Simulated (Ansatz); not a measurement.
We consider Sb₂Se₃ (Pnma, No. 62), described by r²SCAN+rVV10 (plane waves, PAW; Ansatz, a program for electronic structure).

Run with plane-wave cutoff 500 eV, 4×10×4 k mesh (along the axes of the cell as run), Fermi–Dirac smearing 0.05 eV, scalar-relativistic PAW data made under PBE.

Cell (relaxed at this level):

Space group Pnma (No. 62); a = 12.009 Å, b = 3.989 Å, c = 11.608 Å, α = β = γ = 90.00°

| atom | site | symmetry | x | y | z |
|---|---|---|---|---|---|
| Sb | 4c | .m. | 0.1449 | 0.7500 | 0.0384 |
| Sb | 4c | .m. | 0.0303 | 0.2500 | 0.3291 |
| Se | 4c | .m. | 0.0531 | 0.2500 | 0.8715 |
| Se | 4c | .m. | 0.2103 | 0.2500 | 0.1939 |
| Se | 4c | .m. | 0.1279 | 0.7500 | 0.4459 |

Estimate the band gap that the calculation returns.


band gap: 1.14 eV (on the SCF k mesh)

Note: the relaxation could not lower the start's symmetry, so the cell can be a saddle point above a distorted one.

Spin–orbit coupling is not included; with these elements it can move the gap by several tenths of an eV or more.

The computed numbers hold no vibrational or temperature effects.

Cost on a shared machine: about 60 core-minutes (a rough figure).
